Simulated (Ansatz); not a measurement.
# Dimethylamine (C₂H₇N): how energies converge with the basis set

Aim: see how fast density functionals converge with the basis set for dimethylamine (C₂H₇N).

Method: one geometry, several basis sets; program: Ansatz 0.2.0, Gaussian basis.

Levels to be run: PBE0-D4/def2-SVP; ωB97M-V/def2-SVP; PBE0-D4/def2-QZVPP; ωB97M-V/def2-QZVPP; the functionals' def2-TZVPP values are taken from earlier runs.

## Step 1: The geometry

The geometry comes from an earlier relaxation with PBE0-D4 in a triple-zeta def2 set; it is a stationary point, not always the lowest conformer.

SMILES `CNC`, 10 atoms, charge 0, spin multiplicity 1.

Atoms are counted from 1 here; the program's logs count them from 0.

Bond lengths: C1–N2 1.445 Å, C1–H4 1.092 Å, C1–H5 1.094 Å, C1–H6 1.104 Å, N2–C3 1.445 Å, N2–H7 1.011 Å, C3–H8 1.094 Å, C3–H9 1.092 Å, C3–H10 1.104 Å. Angles: N2–C1–H4 110.0°, N2–C1–H5 109.4°, N2–C1–H6 114.0°, H4–C1–H5 107.5°, H4–C1–H6 108.3°, H5–C1–H6 107.3°, C1–N2–C3 112.8°, C1–N2–H7 109.8°, C3–N2–H7 109.8°, N2–C3–H8 109.4°, N2–C3–H9 110.0°, N2–C3–H10 114.0°, H8–C3–H9 107.5°, H8–C3–H10 107.3°, H9–C3–H10 108.3°.

As a file:

```xyz
10

C    -0.85667    0.40725   -0.74884
N    -0.45988   -0.17442    0.51250
C     0.94584   -0.50394    0.55850
H    -1.91057    0.69054   -0.71397
H    -0.74074   -0.33478   -1.54445
H    -0.26838    1.29514   -1.03889
H    -0.68910    0.45693    1.26857
H     1.15834   -1.29475   -0.16711
H     1.20741   -0.88569    1.54746
H     1.61375    0.34371    0.32624
```

## Step 2: PBE0-D4 in def2-SVP

Contents of in.yaml:

```yaml
crystal:
  periodic: [false, false, false]
  atoms:
    - {symbol: C, position_ang: [-0.856665, 0.407255, -0.748840]}
    - {symbol: N, position_ang: [-0.459882, -0.174422, 0.512500]}
    - {symbol: C, position_ang: [0.945843, -0.503940, 0.558500]}
    - {symbol: H, position_ang: [-1.910570, 0.690545, -0.713970]}
    - {symbol: H, position_ang: [-0.740740, -0.334776, -1.544452]}
    - {symbol: H, position_ang: [-0.268381, 1.295141, -1.038887]}
    - {symbol: H, position_ang: [-0.689095, 0.456927, 1.268572]}
    - {symbol: H, position_ang: [1.158336, -1.294752, -0.167110]}
    - {symbol: H, position_ang: [1.207409, -0.885686, 1.547458]}
    - {symbol: H, position_ang: [1.613746, 0.343708, 0.326239]}
basis:
  gaussian: {orbitals: def2-SVP}
hamiltonian: {xc: pbe0, dispersion: d4}
output: {orbitals: {seedname: orbitals}}
```

Further steps of the session: ωB97M-V in def2-SVP; PBE0-D4 in def2-QZVPP; ωB97M-V in def2-QZVPP.

Q: Predict the results of all the runs planned. Wanted: PBE0-D4: double and triple zeta above quadruple; ωB97M-V: double and triple zeta above quadruple.

**Answer**, as computed:

```
                                       quantity          value
PBE0-D4: double and triple zeta above quadruple  4.38, 0.23 eV
ωB97M-V: double and triple zeta above quadruple  4.63, 0.23 eV
```

In words: PBE0-D4 gains 4.15 eV from double to triple zeta, then 0.23 eV more. Total energies overstate the basis error of differences, where much of it tends to cancel. The LUMO of ωB97M-V is positive and keeps falling with the basis (3.55 to 1.87 eV): an unbound level that the basis holds in place.
